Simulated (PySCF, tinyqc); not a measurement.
LCCD on RHF in the sto-3g basis, frozen core, for CH+, spin multiplicity 1, step by step. The lowest restricted solution is unstable here: a spin-polarised one lies 0.0118 hartree lower (PySCF). One step of it, computed by the program tinyqc.

Question. Iteration 1: building the Fock matrix. J_ij = sum D_kl (ij|kl), K_ij = sum D_kl (ik|jl); F = H + J - 0.5 K; E = tr D H + tr D J / 2 - 0.25 tr D K + E_nn.

D at the start, order 1C 1s, 1C 2s, 1C 2px, 1C 2py, 1C 2pz, 2H 1s:
$$\begin{pmatrix}
2.140094 & -0.583489 & 0.000000 & 0.000000 & -0.053624 & 0.084690 \\
-0.583489 & 2.420646 & 0.000000 & 0.000000 & 0.302634 & -0.339687 \\
0.000000 & 0.000000 & 0.000000 & 0.000000 & 0.000000 & 0.000000 \\
0.000000 & 0.000000 & 0.000000 & 0.000000 & 0.000000 & 0.000000 \\
-0.053624 & 0.302634 & 0.000000 & 0.000000 & 2.310740 & -0.397595 \\
0.084690 & -0.339687 & 0.000000 & 0.000000 & -0.397595 & 0.103171
\end{pmatrix}$$

core Hamiltonian H = T + V (hartree), order 1C 1s, 1C 2s, 1C 2px, 1C 2py, 1C 2pz, 2H 1s:
$$\begin{pmatrix}
-18.240513 & -4.397058 & 0.000000 & 0.000000 & -0.016479 & -1.076099 \\
-4.397058 & -5.183819 & 0.000000 & 0.000000 & -0.169599 & -2.243294 \\
0.000000 & 0.000000 & -4.095364 & 0.000000 & 0.000000 & 0.000000 \\
0.000000 & 0.000000 & 0.000000 & -4.095364 & 0.000000 & 0.000000 \\
-0.016479 & -0.169599 & 0.000000 & 0.000000 & -4.219342 & -1.869319 \\
-1.076099 & -2.243294 & 0.000000 & 0.000000 & -1.869319 & -3.281539
\end{pmatrix}$$

Two-electron integrals (ij|kl) in chemists' order, unique and non-zero (hartree):
```
(11|11) 3.541948   (21|11) 0.576921   (21|21) 0.111888   (22|11) 0.854682
(22|21) 0.205284   (22|22) 0.624709   (31|31) 0.020296   (32|31) 0.030858
(32|32) 0.137996   (33|11) 0.852436   (33|21) 0.205335   (33|22) 0.624568
(33|33) 0.672833   (41|41) 0.020296   (42|41) 0.030858   (42|42) 0.137996
(43|43) 0.036269   (44|11) 0.852436   (44|21) 0.205335   (44|22) 0.624568
(44|33) 0.600295   (44|44) 0.672833   (51|51) 0.020296   (52|51) 0.030858
(52|52) 0.137996   (53|53) 0.036269   (54|54) 0.036269   (55|11) 0.852436
(55|21) 0.205335   (55|22) 0.624568   (55|33) 0.600295   (55|44) 0.600295
(55|55) 0.672833   (61|11) 0.140771   (61|21) 0.027125   (61|22) 0.049636
(61|33) 0.049465   (61|44) 0.049465   (61|51) 0.001669   (61|52) 0.003093
(61|55) 0.049994   (61|61) 0.006726   (62|11) 0.324890   (62|21) 0.079014
(62|22) 0.263048   (62|33) 0.256866   (62|44) 0.256866   (62|51) 0.007524
(62|52) 0.050958   (62|55) 0.275171   (62|61) 0.019964   (62|62) 0.142997
(63|31) 0.008194   (63|32) 0.042705   (63|53) 0.010081   (63|63) 0.017997
(64|41) 0.008194   (64|42) 0.042705   (64|54) 0.010081   (64|64) 0.017997
(65|11) 0.271884   (65|21) 0.067000   (65|22) 0.236523   (65|33) 0.224555
(65|44) 0.224555   (65|51) 0.013777   (65|52) 0.085409   (65|55) 0.260208
(65|61) 0.017759   (65|62) 0.152841   (65|65) 0.178409   (66|11) 0.468478
(66|21) 0.115896   (66|22) 0.437309   (66|33) 0.413970   (66|44) 0.413970
(66|51) 0.014283   (66|52) 0.128342   (66|55) 0.483489   (66|61) 0.029757
(66|62) 0.296266   (66|65) 0.350379   (66|66) 0.774606
```

nuclear repulsion = 2.87336042 hartree

Give: Coulomb J; exchange K; Fock matrix F; total energy of this density.

Answer.

Coulomb J (hartree), order 1C 1s, 1C 2s, 1C 2px, 1C 2py, 1C 2pz, 2H 1s:
$$\begin{pmatrix}
10.5807 & 1.9851 & 0.0000 & 0.0000 & 0.0022 & 0.4835 \\
1.9851 & 4.2317 & 0.0000 & 0.0000 & -0.0086 & 1.7210 \\
0.0000 & 0.0000 & 4.1817 & 0.0000 & 0.0000 & 0.0000 \\
0.0000 & 0.0000 & 0.0000 & 4.1817 & 0.0000 & 0.0000 \\
0.0022 & -0.0086 & 0.0000 & 0.0000 & 4.3158 & 1.5211 \\
0.4835 & 1.7210 & 0.0000 & 0.0000 & 1.5211 & 2.7243
\end{pmatrix}$$

exchange K (hartree), order 1C 1s, 1C 2s, 1C 2px, 1C 2py, 1C 2pz, 2H 1s:
$$\begin{pmatrix}
7.2294 & 1.2229 & 0.0000 & 0.0000 & 0.0005 & 0.3113 \\
1.2229 & 1.6399 & 0.0000 & 0.0000 & -0.0008 & 0.6335 \\
0.0000 & 0.0000 & 0.3915 & 0.0000 & 0.0000 & 0.0000 \\
0.0000 & 0.0000 & 0.0000 & 0.3915 & 0.0000 & 0.0000 \\
0.0005 & -0.0008 & 0.0000 & 0.0000 & 1.6520 & 0.5079 \\
0.3113 & 0.6335 & 0.0000 & 0.0000 & 0.5079 & 0.4452
\end{pmatrix}$$

Fock matrix F (hartree), order 1C 1s, 1C 2s, 1C 2px, 1C 2py, 1C 2pz, 2H 1s:
$$\begin{pmatrix}
-11.2745 & -3.0234 & 0.0000 & 0.0000 & -0.0145 & -0.7482 \\
-3.0234 & -1.7721 & 0.0000 & 0.0000 & -0.1777 & -0.8391 \\
0.0000 & 0.0000 & -0.1094 & 0.0000 & 0.0000 & 0.0000 \\
0.0000 & 0.0000 & 0.0000 & -0.1094 & 0.0000 & 0.0000 \\
-0.0145 & -0.1777 & 0.0000 & 0.0000 & -0.7296 & -0.6021 \\
-0.7482 & -0.8391 & 0.0000 & 0.0000 & -0.6021 & -0.7798
\end{pmatrix}$$

total energy of this density = -36.953796 hartree
